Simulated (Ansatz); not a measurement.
# AlNH2 (singlet): from Hartree-Fock to the top rungs, 6-31G

The task here is to estimate one member of a computed series from the others.

Computed with Ansatz 0.2.0, Gaussian basis. Level: 6-31G, core rule «outside noble gas», up to 6 orbitals frozen.

To be run: UHF; CCSD(T) on RHF; BCCD(T) on RHF; CISD; CCSDT(Q) on RHF; CISDTQ; CCSDTQ on RHF; Full CI.

10 further runs of the same task are left out: 7 for a known fault of the program, 3 set aside as unsound or not needed.

## What is computed

The geometry is a PBE0/def2-TZVP stationary point (not a proven minimum).

4 atoms, charge 0, spin multiplicity 1.

Atoms are counted from 1 here; the program's logs count them from 0.

Bond lengths: Al1–N2 1.796 Å, N2–H3 1.012 Å, N2–H4 1.012 Å. Angles: Al1–N2–H3 125.6°, Al1–N2–H4 125.6°, H3–N2–H4 108.7°.

The first run:

in.yaml reads:

```yaml
crystal:
  periodic: [false, false, false]
  atoms:
    - {symbol: Al, position_ang: [0.000000, 0.000000, 0.696811]}
    - {symbol: N, position_ang: [0.000000, 0.000000, -1.099242]}
    - {symbol: H, position_ang: [0.000000, 0.822256, -1.688737]}
    - {symbol: H, position_ang: [0.000000, -0.822256, -1.688737]}
basis:
  gaussian: {orbitals: 6-31G}
magnetization: {spin_polarized: true, initial_magnetization: 0}
hamiltonian: {xc: hf}
output: {orbitals: {seedname: orbitals}}
```

Launch:

```sh
$ ansatz run in.yaml --threads 1 --pin off --events-out ev --progress --plain --max-ram 3968MiB --backend cpu
```

Among the steps run: UHF; CCSD(T) on RHF; BCCD(T) on RHF; CISD; CCSDT(Q) on RHF; CISDTQ; CCSDTQ on RHF; Full CI.

One of the session's tables, all rows but one given; the rest of the session is left out.

It belongs to the step «Misses and costs». 

```
   method  from FCI (meV)
      RHF         +4469.0
     RMP2          +618.5
     CISD          +425.5
    RCCSD          +107.3
 RCCSD(T)           +21.8
  BCCD(T)           +20.1
   RCCSDT               ?
   CISDTQ           +23.4
RCCSDT(Q)            -0.7
  RCCSDTQ            +0.6
      FCI               0
```

**Question.** Estimate the row for RCCSDT.

The run gave: from FCI (meV): +13.8. In the column «from FCI (meV)» it lies between RCCSDTQ (+0.6) and BCCD(T) (+20.1).
